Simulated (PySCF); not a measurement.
**Unknowns**

Theoretical values (PySCF 2.14.0 with density-fitted response routines): GIAO PBE0/pcSseg-1 shieldings, structure optimised with PBE0-D3(BJ)/def2-SVP, couplings computed with B3LYP/pcJ-1 (spin–dipole term left out of most H,H and C,H couplings). In vacuum, equivalent nuclei averaged, relativity neglected, single conformer.

Referencing at the same level of theory: ¹H (31.27 ppm) and ¹³C (184.41 ppm) vs TMS. Multiplet labels drop J under 1 Hz and among equivalent protons, and merge close values. Unscaled 3J(H,H) run several per cent high. Vicinal couplings that depend on rotamer populations or ring flexing (ring, CH–CH, X–H and H–F types) are those of the one conformer. Shifts are as computed. Against solution values, carbons near 30 ppm lie about +2 ppm off and those near 130 ppm about +5 ppm. Of 1211 compounds with measured shifts, 218 miss one by over three times the rms of a fit or turn the order of signals round; such compounds aren't used in these exercises.

(1) C$_{4}$H$_{5}$NO. ¹H NMR (400 MHz, computed): δ 7.52 (d, J = 1.2 Hz, 1H), 7.09 (d, J = 1.2 Hz, 1H), 2.45 (s, 3H). ¹³C{¹H} NMR (computed): δ 163.6 (C), 142.9 (CH), 133.7 (CH), 15.3 (CH3). Identify the compound.

(2) C$_{4}$H$_{5}$NO. ¹H NMR (400 MHz, computed): δ 4.92 (dd, J = 10.4, 6.1 Hz, 1H), 4.82 (ddd, J = 10.1, 8.1, 7.4 Hz, 1H), 4.62 (ddd, J = 10.3, 7.4, 6.4 Hz, 1H), 2.92 (dtd, J = 12.5, 10.3, 8.1 Hz, 1H), 2.64 (ddt, J = 12.5, 10.1, 6.3 Hz, 1H). ¹³C{¹H} NMR (computed): δ 123.8, 71.1, 67.0, 28.4. Identify the compound.

Answers

(1) 2-Methyloxazole (Cc1ncco1). The formula gives 3 degrees of unsaturation (1 ring in the answer). 4 carbon signals for 4 carbons: no two carbons are equivalent. Carbon types of the structure: 1 × C, 2 × CH, 1 × CH3, which accounts for all hydrogens. δC 163.6: substituted aromatic carbon next to the ring oxygen. δC 142.9: aromatic CH next to the ring oxygen. δC 133.7: aromatic CH next to a ring nitrogen. δH 2.45: hydrogen on a methyl carbon on an aromatic ring; benzylic-type position, deshielded by the ring.

The data come from this structure; uniqueness wasn't tested.

(2) SMILES O1[C@@H](C#N)CC1. The formula gives 3 degrees of unsaturation (1 ring in the answer). 4 carbon signals for 4 carbons: no two carbons are equivalent. Carbon types of the structure: 1 × C, 1 × CH, 2 × CH2, which accounts for all hydrogens. δC 123.8: nitrile carbon; this is the usual window of a C≡N carbon, which has no attached hydrogen. δC 71.1: sp3 CH2 bonded to O; deshielded by the electronegative neighbour. δC 67.0: sp3 CH bonded to O, α to a nitrile; the inductive effect lowers its shielding. δH 4.92: hydrogen on an sp3 CH bonded to O, α to a nitrile; its carbon carries O, which withdraws density. The protons at 2.92 and 2.64 share a coupling of 12.5 Hz (geminal). The protons at 4.62 and 4.82 share a coupling of 7.4 Hz (geminal).

The shifts were computed for this structure.
